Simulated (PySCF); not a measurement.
1,2-dimethoxyethane, C₄H₁₀O₂.
Cartesian coordinates in Å at the GFN2-xTB level; atoms count from 1:
```
atom  x, y, z in Å
C1     2.7579   -0.0027   -0.0247
O2     1.6018   -0.6669    0.4167
C3     0.4500    0.1401    0.3615
C4    -0.7270   -0.6865    0.8935
O5    -1.9104    0.0518    1.0599
C6    -2.5742    0.3800   -0.1363
H7     3.5767   -0.7139    0.0612
H8     2.9707    0.8791    0.5928
H9     2.6602    0.3174   -1.0701
H10    0.5738    1.0400    0.9844
H11    0.2655    0.4625   -0.6759
H12   -0.8906   -1.5471    0.2293
H13   -0.4647   -1.0569    1.8870
H14   -2.7399   -0.5110   -0.7538
H15   -2.0231    1.1216   -0.7246
H16   -3.5344    0.8016    0.1552
```

PySCF closed-shell single points with density fitting, gas phase. The input was altered on purpose; the results of an altered input aren't properties of the species above.

**Question.** At PBE0/pcSseg-1 the sound input gives E = -308.4618 Eh, HOMO -7.32 eV, LUMO 1.51 eV. What comes out at PBE0/pcSseg-1 with: start guess random, at most 60 cycles, all coordinates scaled by 1.03?

**Answer.** E = -308.4497 Eh, a change of +0.33 eV; HOMO -7.37 eV, LUMO 1.36 eV (gap 8.73 eV against 8.83), in 16 cycles. The distance C1···O2 goes from 1.404 to 1.447 Å, the nuclear repulsion from 255.43 to 247.99 Eh (it goes as one over the scale factor).

Coordinates of the altered input:
```
atom  x, y, z in Å
C1     2.8406   -0.0028   -0.0254
O2     1.6499   -0.6870    0.4292
C3     0.4635    0.1443    0.3723
C4    -0.7488   -0.7071    0.9203
O5    -1.9677    0.0533    1.0917
C6    -2.6514    0.3914   -0.1404
H7     3.6840   -0.7353    0.0630
H8     3.0599    0.9054    0.6106
H9     2.7400    0.3269   -1.1022
H10    0.5911    1.0712    1.0140
H11    0.2735    0.4764   -0.6961
H12   -0.9173   -1.5935    0.2361
H13   -0.4786   -1.0886    1.9436
H14   -2.8221   -0.5264   -0.7764
H15   -2.0837    1.1552   -0.7463
H16   -3.6405    0.8256    0.1599
```

The SCF part of the output:
```
final grid: 120968 points
cycle   1  E = -265.9411028440  dE = -2.105e+02  |g| = 1.471e+01  |ddm| = 8.323e+01
cycle   2  E = -206.3298255335  dE =  5.961e+01  |g| = 1.061e+01  |ddm| = 7.362e+01
cycle   3  E = -260.8398455708  dE = -5.451e+01  |g| = 1.031e+01  |ddm| = 7.371e+01
cycle   4  E = -290.0665620094  dE = -2.923e+01  |g| = 7.653e+00  |ddm| = 9.531e+00
cycle   5  E = -306.1419016992  dE = -1.608e+01  |g| = 3.253e+00  |ddm| = 6.795e+00
cycle   6  E = -307.7594065432  dE = -1.618e+00  |g| = 1.739e+00  |ddm| = 3.252e+00
cycle   7  E = -308.3976365414  dE = -6.382e-01  |g| = 4.854e-01  |ddm| = 1.319e+00
cycle   8  E = -308.4387559459  dE = -4.112e-02  |g| = 2.226e-01  |ddm| = 4.798e-01
cycle   9  E = -308.4481433161  dE = -9.387e-03  |g| = 8.554e-02  |ddm| = 1.972e-01
cycle  10  E = -308.4495259310  dE = -1.383e-03  |g| = 2.729e-02  |ddm| = 6.686e-02
cycle  11  E = -308.4496597780  dE = -1.338e-04  |g| = 7.440e-03  |ddm| = 2.041e-02
cycle  12  E = -308.4496730537  dE = -1.328e-05  |g| = 1.193e-03  |ddm| = 6.398e-03
cycle  13  E = -308.4496733399  dE = -2.861e-07  |g| = 5.278e-04  |ddm| = 1.328e-03
cycle  14  E = -308.4496733921  dE = -5.225e-08  |g| = 1.916e-04  |ddm| = 5.240e-04
cycle  15  E = -308.4496733996  dE = -7.488e-09  |g| = 1.712e-05  |ddm| = 1.490e-04
cycle  16  E = -308.4496733997  dE = -6.878e-11  |g| = 5.317e-06  |ddm| = 1.943e-05
converged SCF energy = -308.4496733997
```
